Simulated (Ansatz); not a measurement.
The cluster Al₃⁻ was relaxed with r2SCAN-D4 (def2-TZVPD) in Ansatz in these states: charge -1 quintet, charge -1 triplet. The geometries follow in no particular order.

A:

Cartesian coordinates in Å:
```
Al 0.3387 0.8853 -1.1693
Al 0.8984 -1.0868 0.5281
Al -1.2371 0.2015 0.6413
```

B:

```xyz
3

Al   -0.169    0.603    1.421
Al    1.014   -1.151   -0.239
Al   -0.845    0.548   -1.181
```

Question: Judge from the bond lengths which geometry belongs to which state (an estimate).

Answer: A is the charge -1 triplet (Al1–Al3 2.496 Å, Al2–Al3 2.497 Å, Al1–Al2 2.662 Å); B is the charge -1 quintet (Al1–Al3 2.689 Å, Al2–Al3 2.689 Å, Al1–Al2 2.689 Å).

At r2SCAN-D4/def2-TZVPD the highest occupied level of the charge -1 triplet lies above zero (up to 0.43 eV). It is a level of α spin, whose loss leaves a doublet; that state wasn't run at this geometry and level. The electron is either unbound and held by the finite basis, or the level is raised by self-interaction error. At r2SCAN-D4/def2-TZVPD the highest occupied level of the charge -1 quintet lies above zero (up to 0.44 eV). It is a level of α spin, whose loss leaves a quartet; that state wasn't run at this geometry and level. The electron is either unbound and held by the finite basis, or the level is raised by self-interaction error. At PBE0-D4/def2-TZVPD a broken-symmetry singlet lies 0.18 eV below the charge -1 triplet. At PBE0-D4/def2-TZVPD a broken-symmetry singlet lies 0.37 eV below the charge -1 quintet. These are the stationary points nearest to one start from a short search; other shapes may lie lower in each state.
